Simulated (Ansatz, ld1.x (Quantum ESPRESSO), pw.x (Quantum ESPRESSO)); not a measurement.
## From atom to crystal: TM potential for Sc (Z = 21)

ld1.x (Quantum ESPRESSO) 7.5 input, shortened:

```
&input
   title='Sc', zed=21., rel=1, dft='PBESOL', iswitch=3,
   config='[Ar] 3d1 4s1 4p0'
 /
 &inputp
   pseudotype=2, tm=.true., lloc=0,
   nlcc=.true., rcore=2.55
 /
3
4P  2  1   0.00   0.00  3.15  3.15  0.0
3D  3  2   1.00   0.00  2.45  2.45  0.0
4S  1  0   1.00   0.00  2.45  2.45  0.0
 &test
   configts(1)='3d1 4s1 4p0'
 /
```

Atomic tests: cutoffs needed: 35 Ry and 40 Ry (the cutoffs (Ry, on a coarse ladder) from which the occupation-weighted sum of valence levels, in a spherical-Bessel basis at the reference potential, stays within 10 and 1 mRy of its value at 400 Ry); ghost test: no extra level below or beside the all-electron valence levels (p, d, s, f tested) (spherical-Bessel basis up to 400 Ry, 20 bohr box); largest excitation error: +321 meV (all-electron minus pseudo) for 3d0 4s2 4p0, out of 7 test configurations.

Crystal test: fcc Sc in pw.x 7.5, no spin, 12³ k-points, Fermi–Dirac smearing 0.01 Ry, cutoffs 50/200 Ry. The reference is all-electron LAPW (Ansatz 0.2.0) with the same functional, mesh and smearing; V0 and B0 come from Birch–Murnaghan fits to the pressures at five volumes. Errors are pseudo minus all-electron; Δ is the rms difference of the E(V) curves that follow from these fits, minima aligned, over ±6 % about the mean V0. Mesh and smearing are coarse, so the numbers serve the comparison and aren't converged zero-temperature values; the lattice is a test structure that the element need not adopt.

All-electron: a0 = 4.566 Å (V0 = 23.79 Å³/atom), B0 = 53.1 GPa.

Task: How far does the potential miss the all-electron equation of state?

Result: mean pressure error (GPa): +4.47. The pressure does not cross zero within the volumes sampled, so no fit is given. This is a poor potential for the solid.

| V (Å³/atom) | P all-electron (GPa) | P pseudo (GPa) |
| --- | --- | --- |
| 22.593 | 2.97 | 8.22 |
| 23.187 | 1.42 | 6.25 |
| 23.782 | 0.02 | 4.46 |
| 24.377 | -1.24 | 2.84 |
| 24.971 | -2.38 | 1.37 |

Task: At the middle volume, how do free energy and pressure move when the wave cutoff is lowered (ecutrho kept at four times it)?

Result:

```json
{"cutoff (Ry)": "22", "shift of F (meV/atom)": "+1537.6", "shift of P (GPa)": "-26.23"}
{"cutoff (Ry)": "30", "shift of F (meV/atom)": "+201.4", "shift of P (GPa)": "-7.43"}
{"cutoff (Ry)": "40", "shift of F (meV/atom)": "+6.0", "shift of P (GPa)": "-0.46"}
```

Input at the middle volume:

```
&control
  calculation='scf', prefix='x', pseudo_dir='./', outdir='./tmp', tstress=.true., disk_io='low'
/
&system
  ibrav=0, nat=1, ntyp=1, ecutwfc=50, ecutrho=200, nbnd=8,
  occupations='smearing', smearing='fd', degauss=0.01
/
&electrons
  conv_thr=1e-09, mixing_beta=0.4, electron_maxstep=70
/
ATOMIC_SPECIES
Sc 1.0 Sc.UPF
CELL_PARAMETERS angstrom
  0.00000000 2.28247551 2.28247551
  2.28247551 0.00000000 2.28247551
  2.28247551 2.28247551 0.00000000
ATOMIC_POSITIONS crystal
Sc 0.0000 0.0000 0.0000
K_POINTS automatic
12 12 12 0 0 0
```

```bash
pw.x < Sc.scf.in > Sc.scf.out
```

Lines of the output:

```
Message from routine setup:
     using ibrav=0 with symmetry is DISCOURAGED, use correct ibrav instead
     lattice parameter (alat)  =       6.0999  a.u.
     unit-cell volume          =     160.4889 (a.u.)^3
     number of electrons       =         3.00
     number of Kohn-Sham states=            8
     kinetic-energy cutoff     =      50.0000  Ry
     charge density cutoff     =     200.0000  Ry
     scf convergence threshold =      1.0E-09
     Exchange-correlation= PBESOL
     number of k points=    72  Fermi-Dirac smearing, width (Ry)=  0.0100
     iteration #  1     ecut=    50.00 Ry     beta= 0.40
     total energy              =      -3.88566342 Ry
     estimated scf accuracy    <       0.12109403 Ry
     iteration #  2     ecut=    50.00 Ry     beta= 0.40
     total energy              =      -3.87683637 Ry
     estimated scf accuracy    <       0.02453712 Ry
     iteration #  3     ecut=    50.00 Ry     beta= 0.40
     total energy              =      -3.88100014 Ry
     estimated scf accuracy    <       0.00052523 Ry
     iteration #  4     ecut=    50.00 Ry     beta= 0.40
     total energy              =      -3.88112301 Ry
     estimated scf accuracy    <       0.00001777 Ry
     iteration #  5     ecut=    50.00 Ry     beta= 0.40
     total energy              =      -3.88112039 Ry
     estimated scf accuracy    <       0.00000995 Ry
     iteration #  6     ecut=    50.00 Ry     beta= 0.40
     total energy              =      -3.88112190 Ry
     estimated scf accuracy    <       0.00000012 Ry
     iteration #  7     ecut=    50.00 Ry     beta= 0.40
     total energy              =      -3.88112195 Ry
     estimated scf accuracy    <          4.5E-09 Ry
     iteration #  8     ecut=    50.00 Ry     beta= 0.40
     total energy              =      -3.88112194 Ry
     estimated scf accuracy    <       0.00000002 Ry
     iteration #  9     ecut=    50.00 Ry     beta= 0.40
     total energy              =      -3.88112195 Ry
     estimated scf accuracy    <          1.8E-09 Ry
     iteration # 10     ecut=    50.00 Ry     beta= 0.40
     the Fermi energy is     5.4269 ev
!    total energy              =      -3.88112195 Ry
     estimated scf accuracy    <          3.6E-11 Ry
     smearing contrib. (-TS)   =      -0.00829715 Ry
     The total energy is F=E-TS. E is the sum of the following terms:
     one-electron contribution =       2.86368023 Ry
     hartree contribution      =       0.03042784 Ry
     xc contribution           =      -1.98356482 Ry
     ewald contribution        =      -4.78336805 Ry
     convergence has been achieved in  10 iterations
          total   stress  (Ry/bohr**3)                   (kbar)     P=       44.61
```

The run at the middle volume (72 k-points, 10 iterations) took about 8.1 s on one core of a shared host (Neoverse-V1, 32 threads, 247 GiB, load 24).
